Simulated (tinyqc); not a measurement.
RHF in the sto-3g basis, for H2O, spin multiplicity 1, step by step (part 1 of 2). Computed by tinyqc, a small Python program that keeps every step (integrals from PySCF). Settings: charge = 0, multiplicity = 1, basis = sto-3g, energy threshold = 1e-08, iteration cap = 64, orthogonalisation = symmetric, start = Wolfsberg-Helmholz matrix, DIIS depth = 6, DIIS from iteration = 3, method = RHF. Command: `OMP_NUM_THREADS=1 python tinyqc.py 27190 27191 out.jsonl` (the two numbers bound the seeds that draw the settings). One thread of a shared host (Intel(R) Xeon(R) Processor @ 2.60GHz), about 0.08 s of CPU time with the checks. Later iterations appear only in the table of the cycle.

## One-electron integrals

Geometry (angstrom):
```
atom         x          y         z
O     0.000000   0.000000  0.000000
H     0.000000   0.645000  0.609000
H     0.000000  -0.645000  0.609000
```

Basis sto-3g: exponents (1/bohr^2) and contraction coefficients of normalised primitives:
```
element  l (shell)    exponent  coefficient
O            s (1)  130.709320     0.154329
O            s (1)   23.808861     0.535328
O            s (1)    6.443608     0.444635
O            s (2)    5.033151    -0.099967
O            s (2)    1.169596     0.399513
O            s (2)    0.380389     0.700115
O            p (3)    5.033151     0.155916
O            p (3)    1.169596     0.607684
O            p (3)    0.380389     0.391957
H            s (1)    3.425251     0.154329
H            s (1)    0.623914     0.535328
H            s (1)    0.168855     0.444635
```

Overlap, kinetic and nuclear-attraction integrals over the contracted functions; the nuclear repulsion is the sum of Za Zb / Rab.

nuclear repulsion = 9.95485785 hartree

overlap S:
```
           1O 1s     1O 2s    1O 2px     1O 2py    1O 2pz     2H 1s      3H 1s
1O 1s   1.000000  0.236704  0.000000   0.000000  0.000000  0.063683   0.063683
1O 2s   0.236704  1.000000  0.000000   0.000000  0.000000  0.521871   0.521871
1O 2px  0.000000  0.000000  1.000000   0.000000  0.000000  0.000000   0.000000
1O 2py  0.000000  0.000000  0.000000   1.000000  0.000000  0.302877  -0.302877
1O 2pz  0.000000  0.000000  0.000000   0.000000  1.000000  0.285973   0.285973
2H 1s   0.063683  0.521871  0.000000   0.302877  0.285973  1.000000   0.343654
3H 1s   0.063683  0.521871  0.000000  -0.302877  0.285973  0.343654   1.000000
```

kinetic energy T (hartree):
```
            1O 1s      1O 2s    1O 2px     1O 2py    1O 2pz     2H 1s      3H 1s
1O 1s   29.003200  -0.168011  0.000000   0.000000  0.000000  0.003492   0.003492
1O 2s   -0.168011   0.808128  0.000000   0.000000  0.000000  0.165097   0.165097
1O 2px   0.000000   0.000000  2.528731   0.000000  0.000000  0.000000   0.000000
1O 2py   0.000000   0.000000  0.000000   2.528731  0.000000  0.247918  -0.247918
1O 2pz   0.000000   0.000000  0.000000   0.000000  2.528731  0.234081   0.234081
2H 1s    0.003492   0.165097  0.000000   0.247918  0.234081  0.760032   0.035406
3H 1s    0.003492   0.165097  0.000000  -0.247918  0.234081  0.035406   0.760032
```

nuclear attraction V (hartree):
```
             1O 1s       1O 2s      1O 2px      1O 2py      1O 2pz      2H 1s      3H 1s
1O 1s   -61.811535   -7.465486    0.000000    0.000000   -0.024818  -2.072918  -2.072918
1O 2s    -7.465486  -10.220650    0.000000    0.000000   -0.283022  -4.392791  -4.392791
1O 2px    0.000000    0.000000  -10.049590    0.000000    0.000000   0.000000   0.000000
1O 2py    0.000000    0.000000    0.000000  -10.205155    0.000000  -2.270082   2.270082
1O 2pz   -0.024818   -0.283022    0.000000    0.000000  -10.188274  -2.256035  -2.256035
2H 1s    -2.072918   -4.392791    0.000000   -2.270082   -2.256035  -6.176742  -2.282906
3H 1s    -2.072918   -4.392791    0.000000    2.270082   -2.256035  -2.282906  -6.176742
```

core Hamiltonian H = T + V (hartree):
```
             1O 1s      1O 2s     1O 2px     1O 2py     1O 2pz      2H 1s      3H 1s
1O 1s   -32.808335  -7.633497   0.000000   0.000000  -0.024818  -2.069427  -2.069427
1O 2s    -7.633497  -9.412522   0.000000   0.000000  -0.283022  -4.227694  -4.227694
1O 2px    0.000000   0.000000  -7.520858   0.000000   0.000000   0.000000   0.000000
1O 2py    0.000000   0.000000   0.000000  -7.676424   0.000000  -2.022164   2.022164
1O 2pz   -0.024818  -0.283022   0.000000   0.000000  -7.659543  -2.021954  -2.021954
2H 1s    -2.069427  -4.227694   0.000000  -2.022164  -2.021954  -5.416710  -2.247500
3H 1s    -2.069427  -4.227694   0.000000   2.022164  -2.021954  -2.247500  -5.416710
```

## Two-electron integrals

Functions are numbered as in S; the eight-fold symmetry (ij|kl) = (ji|kl) = (kl|ij) leaves the list below.

Two-electron integrals (ij|kl) in chemists' order, unique and non-zero (hartree):
```
(11|11) 4.785065    (21|11) 0.741380    (21|21) 0.136873    (22|11) 1.118947
(22|21) 0.256633    (22|22) 0.817206    (31|31) 0.024477    (32|31) 0.037809
(32|32) 0.180518    (33|11) 1.115814    (33|21) 0.256684    (33|22) 0.817023
(33|33) 0.880159    (41|41) 0.024477    (42|41) 0.037809    (42|42) 0.180518
(43|43) 0.047444    (44|11) 1.115814    (44|21) 0.256684    (44|22) 0.817023
(44|33) 0.785270    (44|44) 0.880159    (51|51) 0.024477    (52|51) 0.037809
(52|52) 0.180518    (53|53) 0.047444    (54|54) 0.047444    (55|11) 1.115814
(55|21) 0.256684    (55|22) 0.817023    (55|33) 0.785270    (55|44) 0.785270
(55|55) 0.880159    (61|11) 0.203129    (61|21) 0.037142    (61|22) 0.069051
(61|33) 0.068924    (61|41) 0.001225    (61|42) 0.002281    (61|44) 0.069129
(61|51) 0.001157    (61|52) 0.002154    (61|54) 0.000194    (61|55) 0.069107
(61|61) 0.010207    (62|11) 0.454612    (62|21) 0.105399    (62|22) 0.367009
(62|33) 0.361133    (62|41) 0.005676    (62|42) 0.041869    (62|44) 0.370276
(62|51) 0.005359    (62|52) 0.039532    (62|54) 0.008632    (62|55) 0.369284
(62|61) 0.029065    (62|62) 0.197661    (63|31) 0.011498    (63|32) 0.065196
(63|43) 0.008878    (63|53) 0.008382    (63|63) 0.029489    (64|11) 0.225368
(64|21) 0.052971    (64|22) 0.197091    (64|33) 0.187987    (64|41) 0.014031
(64|42) 0.086784    (64|44) 0.210682    (64|51) 0.002392    (64|52) 0.020382
(64|54) 0.013046    (64|55) 0.192391    (64|61) 0.015307    (64|62) 0.128960
(64|64) 0.112775    (65|11) 0.212790    (65|21) 0.050015    (65|22) 0.186091
(65|33) 0.177495    (65|41) 0.002392    (65|42) 0.020382    (65|44) 0.182159
(65|51) 0.013756    (65|52) 0.084441    (65|54) 0.013281    (65|55) 0.198417
(65|61) 0.014453    (65|62) 0.121762    (65|64) 0.078637    (65|65) 0.103737
(66|11) 0.566932    (66|21) 0.133558    (66|22) 0.529109    (66|33) 0.507575
(66|41) 0.010020    (66|42) 0.098814    (66|44) 0.541404    (66|51) 0.009461
(66|52) 0.093299    (66|54) 0.031941    (66|55) 0.537733    (66|61) 0.037231
(66|62) 0.345650    (66|64) 0.257974    (66|65) 0.243575    (66|66) 0.774606
(71|11) 0.203129    (71|21) 0.037142    (71|22) 0.069051    (71|33) 0.068924
(71|41) -0.001225   (71|42) -0.002281   (71|44) 0.069129    (71|51) 0.001157
(71|52) 0.002154    (71|54) -0.000194   (71|55) 0.069107    (71|61) 0.010076
(71|62) 0.028308    (71|64) 0.013510    (71|65) 0.014079    (71|66) 0.035832
(71|71) 0.010207    (72|11) 0.454612    (72|21) 0.105399    (72|22) 0.367009
(72|33) 0.361133    (72|41) -0.005676   (72|42) -0.041869   (72|44) 0.370276
(72|51) 0.005359    (72|52) 0.039532    (72|54) -0.008632   (72|55) 0.369284
(72|61) 0.028308    (72|62) 0.168077    (72|64) 0.074324    (72|65) 0.101068
(72|66) 0.250794    (72|71) 0.029065    (72|72) 0.197661    (73|31) 0.011498
(73|32) 0.065196    (73|43) -0.008878   (73|53) 0.008382    (73|63) 0.024506
(73|73) 0.029489    (74|11) -0.225368   (74|21) -0.052971   (74|22) -0.197091
(74|33) -0.187987   (74|41) 0.014031    (74|42) 0.086784    (74|44) -0.210682
(74|51) -0.002392   (74|52) -0.020382   (74|54) 0.013046    (74|55) -0.192391
(74|61) -0.013510   (74|62) -0.074324   (74|64) -0.008546   (74|65) -0.043527
(74|66) -0.094321   (74|71) -0.015307   (74|72) -0.128960   (74|74) 0.112775
(75|11) 0.212790    (75|21) 0.050015    (75|22) 0.186091    (75|33) 0.177495
(75|41) -0.002392   (75|42) -0.020382   (75|44) 0.182159    (75|51) 0.013756
(75|52) 0.084441    (75|54) -0.013281   (75|55) 0.198417    (75|61) 0.014079
(75|62) 0.101068    (75|64) 0.043527    (75|65) 0.084380    (75|66) 0.166838
(75|71) 0.014453    (75|72) 0.121762    (75|74) -0.078637   (75|75) 0.103737
(76|11) 0.223887    (76|21) 0.052402    (76|22) 0.198008    (76|33) 0.193079
(76|44) 0.196255    (76|51) 0.004202    (76|52) 0.036688    (76|55) 0.204480
(76|61) 0.014358    (76|62) 0.107798    (76|64) 0.059965    (76|65) 0.074693
(76|66) 0.195941    (76|71) 0.014358    (76|72) 0.107798    (76|74) -0.059965
(76|75) 0.074693    (76|76) 0.070376    (77|11) 0.566932    (77|21) 0.133558
(77|22) 0.529109    (77|33) 0.507575    (77|41) -0.010020   (77|42) -0.098814
(77|44) 0.541404    (77|51) 0.009461    (77|52) 0.093299    (77|54) -0.031941
(77|55) 0.537733    (77|61) 0.035832    (77|62) 0.250794    (77|64) 0.094321
(77|65) 0.166838    (77|66) 0.394057    (77|71) 0.037231    (77|72) 0.345650
(77|74) -0.257974   (77|75) 0.243575    (77|76) 0.195941    (77|77) 0.774606
```

## Orthogonalisation

S = U s U^T; symmetric (Loewdin) form X = U s^(-1/2) U^T, so that X^T S X = 1.

eigenvalues of S: 0.296589  0.366660  0.877979  1.000000  1.099857  1.289685  2.069229

X:
```
            1O 1s      1O 2s    1O 2px     1O 2py     1O 2pz      2H 1s      3H 1s
1O 1s    1.024420  -0.146709  0.000000   0.000000  -0.012857   0.022741   0.022741
1O 2s   -0.146709   1.306008  0.000000   0.000000   0.152735  -0.336961  -0.336961
1O 2px   0.000000   0.000000  1.000000   0.000000   0.000000   0.000000   0.000000
1O 2py   0.000000   0.000000  0.000000   1.122501   0.000000  -0.252960   0.252960
1O 2pz  -0.012857   0.152735  0.000000   0.000000   1.082119  -0.181730  -0.181730
2H 1s    0.022741  -0.336961  0.000000  -0.252960  -0.181730   1.274556  -0.134961
3H 1s    0.022741  -0.336961  0.000000   0.252960  -0.181730  -0.134961   1.274556
```

## Starting guess

The start is the generalised Wolfsberg-Helmholz matrix (K = 1.75) built on H; D = 2 C_occ C_occ^T.

D at the start:
```
            1O 1s      1O 2s    1O 2px     1O 2py     1O 2pz      2H 1s      3H 1s
1O 1s    2.059471  -0.221085  0.000000   0.000000   0.135654  -0.146665  -0.146665
1O 2s   -0.221085   1.040596  0.000000   0.000000  -0.493881   0.333001   0.333001
1O 2px   0.000000   0.000000  2.000000   0.000000   0.000000   0.000000   0.000000
1O 2py   0.000000   0.000000  0.000000   1.354103   0.000000   0.403109  -0.403109
1O 2pz   0.135654  -0.493881  0.000000   0.000000   1.777531   0.121020   0.121020
2H 1s   -0.146665   0.333001  0.000000   0.403109   0.121020   0.280334   0.040327
3H 1s   -0.146665   0.333001  0.000000  -0.403109   0.121020   0.040327   0.280334
```

## Iteration 1: building the Fock matrix

J_ij = sum D_kl (ij|kl), K_ij = sum D_kl (ik|jl); F = H + J - 0.5 K; E = tr D H + tr D J / 2 - 0.25 tr D K + E_nn.

Coulomb J (hartree):
```
            1O 1s     1O 2s    1O 2px     1O 2py     1O 2pz     2H 1s      3H 1s
1O 1s   17.705900  3.357923  0.000000   0.000000  -0.008086  0.910293   0.910293
1O 2s    3.357923  8.402856  0.000000   0.000000   0.012352  3.734517   3.734517
1O 2px   0.000000  0.000000  8.383964   0.000000   0.000000  0.000000   0.000000
1O 2py   0.000000  0.000000  0.000000   8.392807   0.000000  1.987477  -1.987477
1O 2pz  -0.008086  0.012352  0.000000   0.000000   8.408660  1.889569   1.889569
2H 1s    0.910293  3.734517  0.000000   1.987477   1.889569  5.376208   2.007788
3H 1s    0.910293  3.734517  0.000000  -1.987477   1.889569  2.007788   5.376208
```

exchange K (hartree):
```
           1O 1s      1O 2s    1O 2px     1O 2py     1O 2pz     2H 1s      3H 1s
1O 1s   9.734303   1.709031  0.000000   0.000000   0.012608  0.475845   0.475845
1O 2s   1.709031   2.583196  0.000000   0.000000  -0.109064  1.287848   1.287848
1O 2px  0.000000   0.000000  2.247415   0.000000   0.000000  0.000000   0.000000
1O 2py  0.000000   0.000000  0.000000   2.108519   0.000000  0.656643  -0.656643
1O 2pz  0.012608  -0.109064  0.000000   0.000000   2.232021  0.566015   0.566015
2H 1s   0.475845   1.287848  0.000000   0.656643   0.566015  1.269801   0.658000
3H 1s   0.475845   1.287848  0.000000  -0.656643   0.566015  0.658000   1.269801
```

Fock matrix F (hartree):
```
             1O 1s      1O 2s     1O 2px     1O 2py     1O 2pz      2H 1s      3H 1s
1O 1s   -19.969586  -5.130089   0.000000   0.000000  -0.039208  -1.397056  -1.397056
1O 2s    -5.130089  -2.301264   0.000000   0.000000  -0.216138  -1.137102  -1.137102
1O 2px    0.000000   0.000000  -0.260602   0.000000   0.000000   0.000000   0.000000
1O 2py    0.000000   0.000000   0.000000  -0.337876   0.000000  -0.363009   0.363009
1O 2pz   -0.039208  -0.216138   0.000000   0.000000  -0.366894  -0.415393  -0.415393
2H 1s    -1.397056  -1.137102   0.000000  -0.363009  -0.415393  -0.675403  -0.568713
3H 1s    -1.397056  -1.137102   0.000000   0.363009  -0.415393  -0.568713  -0.675403
```

total energy of this density = -74.65903503 hartree

## Iteration 1: diagonalisation and new density

Diagonalise F' = X^T F X, C = X C', fill 5 alpha and 5 beta electrons from the bottom; D = 2 C_occ C_occ^T. Each column has its largest component positive (the first on a tie).

F' = X^T F X (hartree):
```
            1          2          3          4          5          6          7
1  -19.579953  -2.722349   0.000000   0.000000  -0.061037  -0.238842  -0.238842
2   -2.722349  -0.953754   0.000000   0.000000   0.083377  -0.596239  -0.596239
3    0.000000   0.000000  -0.260602   0.000000   0.000000   0.000000   0.000000
4    0.000000   0.000000   0.000000  -0.027078   0.000000  -0.486824   0.486824
5   -0.061037   0.083377   0.000000   0.000000  -0.179048  -0.347065  -0.347065
6   -0.238842  -0.596239   0.000000  -0.486824  -0.347065   0.065083  -0.197437
7   -0.238842  -0.596239   0.000000   0.486824  -0.347065  -0.197437   0.065083
```

orbital energies (hartree): MO1 -19.980264, MO2 -1.214230, MO3 -0.585814, MO4 -0.355951, MO5 -0.260602, MO6 0.705336, MO7 0.821256

coefficients C:
```
              MO1        MO2        MO3        MO4       MO5        MO6        MO7
1O 1s    0.993456  -0.212063   0.000000   0.124414  0.000000  -0.157336   0.000000
1O 2s    0.030562   0.698844   0.000000  -0.588459  0.000000   1.068640   0.000000
1O 2px   0.000000   0.000000   0.000000   0.000000  1.000000   0.000000   0.000000
1O 2py   0.000000   0.000000   0.646159   0.000000  0.000000   0.000000   0.985121
1O 2pz   0.006419   0.204105   0.000000   0.797652  0.000000   0.763268   0.000000
2H 1s   -0.007581   0.221649   0.431644   0.181093  0.000000  -0.845248  -0.933296
3H 1s   -0.007581   0.221649  -0.431644   0.181093  0.000000  -0.845248   0.933296
```

D after iteration 1:
```
            1O 1s      1O 2s    1O 2px     1O 2py     1O 2pz      2H 1s      3H 1s
1O 1s    2.094808  -0.382099  0.000000   0.000000   0.124665  -0.064009  -0.064009
1O 2s   -0.382099   1.671203  0.000000   0.000000  -0.653103   0.096201   0.096201
1O 2px   0.000000   0.000000  2.000000   0.000000   0.000000   0.000000   0.000000
1O 2py   0.000000   0.000000  0.000000   0.835044   0.000000   0.557821  -0.557821
1O 2pz   0.124665  -0.653103  0.000000   0.000000   1.355897   0.379280   0.379280
2H 1s   -0.064009   0.096201  0.000000   0.557821   0.379280   0.536593  -0.208672
3H 1s   -0.064009   0.096201  0.000000  -0.557821   0.379280  -0.208672   0.536593
```

## Iteration 2: building the Fock matrix

As before.

Coulomb J (hartree):
```
            1O 1s     1O 2s    1O 2px     1O 2py     1O 2pz     2H 1s      3H 1s
1O 1s   17.467131  3.299668  0.000000   0.000000  -0.006911  0.894730   0.894730
1O 2s    3.299668  8.268501  0.000000   0.000000   0.046696  3.700904   3.700904
1O 2px   0.000000  0.000000  8.261662   0.000000   0.000000  0.000000   0.000000
1O 2py   0.000000  0.000000  0.000000   8.247280   0.000000  1.975196  -1.975196
1O 2pz  -0.006911  0.046696  0.000000   0.000000   8.272808  1.895055   1.895055
2H 1s    0.894730  3.700904  0.000000   1.975196   1.895055  5.401727   2.006118
3H 1s    0.894730  3.700904  0.000000  -1.975196   1.895055  2.006118   5.401727
```

exchange K (hartree):
```
           1O 1s      1O 2s    1O 2px     1O 2py     1O 2pz     2H 1s      3H 1s
1O 1s   9.762081   1.665109  0.000000   0.000000   0.007845  0.468927   0.468927
1O 2s   1.665109   2.622481  0.000000   0.000000  -0.113422  1.278459   1.278459
1O 2px  0.000000   0.000000  2.264420   0.000000   0.000000  0.000000   0.000000
1O 2py  0.000000   0.000000  0.000000   1.862536   0.000000  0.675624  -0.675624
1O 2pz  0.007845  -0.113422  0.000000   0.000000   2.087719  0.618189   0.618189
2H 1s   0.468927   1.278459  0.000000   0.675624   0.618189  1.382473   0.628969
3H 1s   0.468927   1.278459  0.000000  -0.675624   0.618189  0.628969   1.382473
```

Fock matrix F (hartree):
```
             1O 1s      1O 2s     1O 2px     1O 2py     1O 2pz      2H 1s      3H 1s
1O 1s   -20.222245  -5.166383   0.000000   0.000000  -0.035652  -1.409160  -1.409160
1O 2s    -5.166383  -2.455262   0.000000   0.000000  -0.179615  -1.166020  -1.166020
1O 2px    0.000000   0.000000  -0.391406   0.000000   0.000000   0.000000   0.000000
1O 2py    0.000000   0.000000   0.000000  -0.360412   0.000000  -0.384780   0.384780
1O 2pz   -0.035652  -0.179615   0.000000   0.000000  -0.430594  -0.435993  -0.435993
2H 1s    -1.409160  -1.166020   0.000000  -0.384780  -0.435993  -0.706220  -0.555866
3H 1s    -1.409160  -1.166020   0.000000   0.384780  -0.435993  -0.555866  -0.706220
```

total energy of this density = -74.91617294 hartree

## Iteration 2: diagonalisation and new density

As before.

F' = X^T F X (hartree):
```
            1          2          3          4          5          6          7
1  -19.838209  -2.701139   0.000000   0.000000  -0.059237  -0.248229  -0.248229
2   -2.701139  -1.146355   0.000000   0.000000   0.124892  -0.585776  -0.585776
3    0.000000   0.000000  -0.391406   0.000000   0.000000   0.000000   0.000000
4    0.000000   0.000000   0.000000  -0.036333   0.000000  -0.502090   0.502090
5   -0.059237   0.124892   0.000000   0.000000  -0.227043  -0.372398  -0.372398
6   -0.248229  -0.585776   0.000000  -0.502090  -0.372398   0.039518  -0.164421
7   -0.248229  -0.585776   0.000000   0.502090  -0.372398  -0.164421   0.039518
```

orbital energies (hartree): MO1 -20.231573, MO2 -1.310526, MO3 -0.636350, MO4 -0.482398, MO5 -0.391406, MO6 0.687986, MO7 0.803956

coefficients C:
```
              MO1        MO2        MO3        MO4       MO5        MO6        MO7
1O 1s    0.993910  -0.225081   0.000000   0.115246  0.000000  -0.142686   0.000000
1O 2s    0.028398   0.779077   0.000000  -0.584841  0.000000   1.013799   0.000000
1O 2px   0.000000   0.000000   0.000000   0.000000  1.000000   0.000000   0.000000
1O 2py   0.000000   0.000000   0.626482   0.000000  0.000000   0.000000   0.997751
1O 2pz   0.005746   0.174423   0.000000   0.773739  0.000000   0.794606   0.000000
2H 1s   -0.006845   0.176174   0.450080   0.236578  0.000000  -0.842242  -0.924546
3H 1s   -0.006845   0.176174  -0.450080   0.236578  0.000000  -0.842242   0.924546
```

D after iteration 2:
```
            1O 1s      1O 2s    1O 2px     1O 2py     1O 2pz      2H 1s      3H 1s
1O 1s    2.103599  -0.429061  0.000000   0.000000   0.111244  -0.038385  -0.038385
1O 2s   -0.429061   1.899612  0.000000   0.000000  -0.632925  -0.002604  -0.002604
1O 2px   0.000000   0.000000  2.000000   0.000000   0.000000   0.000000   0.000000
1O 2py   0.000000   0.000000  0.000000   0.784958   0.000000   0.563934  -0.563934
1O 2pz   0.111244  -0.632925  0.000000   0.000000   1.258258   0.427478   0.427478
2H 1s   -0.038385  -0.002604  0.000000   0.563934   0.427478   0.579251  -0.231038
3H 1s   -0.038385  -0.002604  0.000000  -0.563934   0.427478  -0.231038   0.579251
```
